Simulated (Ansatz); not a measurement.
**BHO (triplet): wave-function methods side by side, cc-pVDZ**

How much of the correlation energy of BHO (triplet) does each wave-function method recover here?

Method: cc-pVDZ, core rule «outside noble gas», up to 2 orbitals frozen; program: Ansatz 0.2.0, Gaussian basis.

To be run: UHF; CCSD(T) on ROHF; CCSD(T) on UHF; BCCD(T) on ROHF; CISD; CCSDT(Q) on ROHF; CCSDT(Q) on UHF; CCSDTQ on ROHF; CCSDTQ on UHF; CASSCF and MRCISD+Q, 10 electrons in 9 orbitals; CASSCF and MRCISD+Q(relaxed), 10 electrons in 9 orbitals; CASSCF and NEVPT2, 10 electrons in 9 orbitals.

6 further runs of the same task are left out: 6 set aside as unsound or not needed.

## 1. The system

The geometry is a PBE0/def2-TZVP stationary point (not a proven minimum).

3 atoms, charge 0, spin multiplicity 3.

Atoms are counted from 1 here; the program's logs count them from 0.

Bond lengths: B1–O2 1.342 Å, B1–H3 1.222 Å. Angles: O2–B1–H3 107.9°.

## 2. UHF

Input file in.yaml:

```yaml
crystal:
  periodic: [false, false, false]
  atoms:
    - {symbol: B, position_ang: [0.000000, -0.203796, 0.731699]}
    - {symbol: O, position_ang: [0.000000, 0.084016, -0.579305]}
    - {symbol: H, position_ang: [0.000000, 0.852259, 1.347434]}
basis:
  gaussian: {orbitals: cc-pVDZ}
magnetization: {spin_polarized: true, initial_magnetization: 2}
hamiltonian: {xc: hf}
output: {orbitals: {seedname: orbitals}}
```

Run with:

```sh
$ ansatz run in.yaml --threads 1 --pin off --events-out ev --progress --plain --max-ram 4096MiB --backend cpu
```

After this run come: CCSD(T) on ROHF; CCSD(T) on UHF; BCCD(T) on ROHF; CISD; CCSDT(Q) on ROHF; CCSDT(Q) on UHF; CCSDTQ on ROHF; CCSDTQ on UHF; CASSCF and MRCISD+Q, 10 electrons in 9 orbitals; CASSCF and MRCISD+Q(relaxed), 10 electrons in 9 orbitals; CASSCF and NEVPT2, 10 electrons in 9 orbitals.

Before running them: what should the planned runs give, taken together? Wanted: UCCSDTQ below the RHF energy; RMP2 from UCCSDTQ; UMP2 from UCCSDTQ; RCCSD from UCCSDTQ; RCCSD(T) from UCCSDTQ; UCCSD(T) from UCCSDTQ; RCCSDT(Q) from UCCSDTQ; UCCSDT(Q) from UCCSDTQ; NEVPT2 valence from UCCSDTQ.

The runs gave:

| quantity | value |
| --- | --- |
| UCCSDTQ below the RHF energy | -6.5132 eV |
| RMP2 from UCCSDTQ | +90.2 kJ/mol |
| UMP2 from UCCSDTQ | +90.2 kJ/mol |
| RCCSD from UCCSDTQ | +20.3 kJ/mol |
| RCCSD(T) from UCCSDTQ | +4.9 kJ/mol |
| UCCSD(T) from UCCSDTQ | +4.9 kJ/mol |
| RCCSDT(Q) from UCCSDTQ | +0.1 kJ/mol |
| UCCSDT(Q) from UCCSDTQ | -0.1 kJ/mol |
| NEVPT2 valence from UCCSDTQ | +86.9 kJ/mol |
| MRCISD+Q valence from UCCSDTQ | +4.3 kJ/mol |
| MRCISD+Q(relaxed) valence from UCCSDTQ | 0.0 kJ/mol |
| levels within 1 kcal/mol (43 meV) | RCCSDT, UCCSDT, RCCSDT(Q), UCCSDT(Q), RCCSDTQ, MRCISD+Q(relaxed) valence |
| T1 diagnostic | 0.036 |
| effectively unpaired electrons | 2.02 |

In words: RCCSD(T) lands +4.9 kJ/mol from the yardstick (0.8 % of the correlation energy). One determinant dominates. Of the multireference levels listed MRCISD+Q(relaxed) valence comes nearest in total energy (0.0 kJ/mol), which doesn't show that its space is the better one. These misses are within one basis, not against nature; the frozen cores of restricted and unrestricted runs differ, which can shift their rows.
